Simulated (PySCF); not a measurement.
# O2S: the cost of one run

Programs: PySCF 2.14.0, with density-fitted response routines of our own. Each step states its level of theory. These are calculated values for one molecule in the gas phase, unless marked as measured. Atoms count from 0, in the outputs and in this text.

## Step 1: The starting structure

3 atoms, charge 0, multiplicity 1; geometry from: GFN2-xTB. The atoms were then displaced at random by about 0.01 Å, so the start is not that level's minimum.

Bonds of the start (Å): O0–S1 1.40, S1–O2 1.42.

## Step 2: Geometry optimisation at PBE0-D3(BJ)/def2-SVP

Job settings and geometry (Å):

```
{"job": {"xc": "PBE0", "basis": "def2-SVP", "d3": "d3bj", "grid": 1, "shake": 0.01, "kind": "geom"}, "charge": 0, "multiplicity": 1}
O     -1.183200     0.275090     0.001200
S     -0.022330    -0.509010    -0.012430
O      1.211540     0.198980    -0.007950
```

On the command line:

```
> OMP_NUM_THREADS=1 python probes_run.py task.json out
```

One launch serves the whole session: the jobs run in the order shown.

Q: Estimate the wall time and peak memory of this first job on 1 thread of Arm Neoverse V2, shared host.

About 2.1 s, with a peak of 0.26 GiB.
